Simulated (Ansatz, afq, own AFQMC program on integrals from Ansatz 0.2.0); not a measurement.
TaCl, septet → TaCl⁺, sextet

```xyz
2

Ta    0.0000    0.0000    0.0000
Cl    0.0000    0.0000    2.8752
```

E(sextet, charge +1) − E(septet, charge +0) at this geometry, on UHF and UHF determinants.

Basis def2-SVP with its core potentials. Noble-gas cores (and the filled d shells of Ga–Kr and In–Xe) are frozen. Ansatz 0.2.0 and our own AFQMC program on the same integrals; the CISD trial comes from CCSD amplitudes, and released means the phaseless constraint is let go. Error bars are statistical, one sigma. No spin–orbit coupling. The metal's outer-core s and p shells are frozen, which shifts wave-function levels against functionals. The errors of all members are added in quadrature.

No full CI on the walks' own integrals is used here; CCSDT(Q) serves as the reference and is uncertain by about the last step of the cluster series. Each member takes its own surest rung, up to full CI.

Errors are counted within def2-SVP, not against nature.

Cautions: no spin-orbit coupling; outer-core shells of the metal frozen; TaCl (septet): another spin lies lower, the ph-AFQMC/CISD walk drifts between its halves (2.1 errors), its ph-AFQMC/CISD value lies 28 ± 7 meV above CCSDT(Q); TaCl⁺ (sextet): lower spins were not checked; this needn't be the first ionization.

| level | vertical ionization energy (kJ/mol) |
| --- | --- |
| CCSD | 541.2 |
| HF | 489.1 |

(1) From these cheaper values, estimate the vertical ionization energy at the reference level in def2-SVP.

(1) 542.5 kJ/mol (CCSDT(Q) in def2-SVP).

```json
{"level": "MP2", "vertical ionization energy (kJ/mol)": "535.3", "error against CCSDT(Q) (kJ/mol)": "-7.2"}
{"level": "CCSD(T)", "vertical ionization energy (kJ/mol)": "542.1", "error against CCSDT(Q) (kJ/mol)": "-0.3"}
{"level": "CCSDT", "vertical ionization energy (kJ/mol)": "542.4", "error against CCSDT(Q) (kJ/mol)": "0.0"}
{"level": "ph-AFQMC/CISD", "vertical ionization energy (kJ/mol)": "539.2 ± 0.8", "error against CCSDT(Q) (kJ/mol)": "-3.3 ± 0.8"}
{"level": "released AFQMC", "vertical ionization energy (kJ/mol)": "542.2 ± 1.6", "error against CCSDT(Q) (kJ/mol)": "-0.3 ± 1.6"}
```

Correlation beyond CCSD(T) adds 0.3 kJ/mol. The perturbative (T) step is worth +0.9 kJ/mol.

A walk keeps the symmetry of its determinant, which the program's search chose and which needn't be the lowest solution, so a lower state of the same spin and another symmetry isn't excluded. Released energies are given only where the last usable release times agree within the noise; a slower fall can still hide under it.
